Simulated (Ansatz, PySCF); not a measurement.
Gas-phase reaction in SMILES: NN (N2H4) [hydrazine] -> NN (N2H4) as doublet, charge +1 + e-
Structures are relaxed separately at B3LYP-D3(BJ)/def2-TZVP in Ansatz (an electronic-structure program), one conformer each, not searched for the lowest. Frequencies are from Ansatz. A spin state is the lowest found, not a proven ground state.
Geometry of the first species:
```xyz
6

N     -0.0129     0.7139    -0.0827
N      0.0114    -0.7158    -0.0646
H      0.2269     1.1174     0.8176
H     -0.9512     1.0064    -0.3221
H     -0.2103    -1.0959     0.8505
H      0.9449    -1.0146    -0.3149
```

Wanted: adiabatic ionisation energy (0 K, with B3LYP-D3(BJ) harmonic zero-point energies), in eV. Cores are frozen in the correlated levels unless marked. UHF or UKS for open shells. Spin-orbit coupling is left out. No relativistic terms. CBS marks a two-point X^-3 extrapolation of the correlation energy; Hartree-Fock from the larger set. The bracket is a focal-point correction in the basis named.

| level | program | adiabatic ionisation energy (eV) | minus last row |
|---|---|---|---|
| HF/6-31G | Ansatz | 6.47 | -1.59 |
| HF/def2-QZVPP | Ansatz | 6.86 | -1.20 |
| HF-D3(BJ)/def2-TZVPD | PySCF + dftd3 | 6.87 | -1.19 |
| BP86-D3(BJ)/def2-TZVPD | PySCF + dftd3 | 7.85 | -0.21 |
| B97M-V/def2-TZVPD | Ansatz | 7.89 | -0.17 |
| B3LYP-D3(BJ)/def2-TZVPD | Ansatz + dftd3 | 7.86 | -0.20 |
| PBE0/6-31G* | Ansatz | 7.50 | -0.56 |
| PBE0-D3(BJ)/def2-TZVPD | Ansatz + dftd3 | 7.73 | -0.33 |
| BHLYP-D3(BJ)/def2-TZVPD | Ansatz + dftd3 | 7.70 | -0.36 |
| BHLYP/def2-TZVPD | Ansatz | 7.70 | -0.36 |
| M06-2X/def2-TZVPD | PySCF | 7.95 | -0.11 |
| wB97X-V/def2-TZVPD | Ansatz | 7.83 | -0.23 |
| MP2/aug-cc-pVDZ | Ansatz | 7.89 | -0.17 |
| MP2/cc-pVDZ | Ansatz | 7.44 | -0.62 |
| RI-MP2/cc-pVTZ | Ansatz | 7.84 | -0.22 |
| RI-MP2/CBS(cc-pVTZ,cc-pVQZ) | Ansatz | 8.05 | -0.01 |
| SCS-MP2/6-31G* | Ansatz | 7.40 | -0.66 |
| CCSD/6-31G | Ansatz | 6.87 | -1.19 |
| CCSD(T)/def2-TZVPPD | Ansatz | 7.95 | -0.11 |
| CCSDT/cc-pVDZ | Ansatz | 7.46 | -0.60 |
| RI-MP2/CBS(aug-cc-pVTZ,aug-cc-pVQZ)+[CCSD(T)-MP2]/aug-cc-pVTZ | Ansatz | 8.06 | 0.00 |
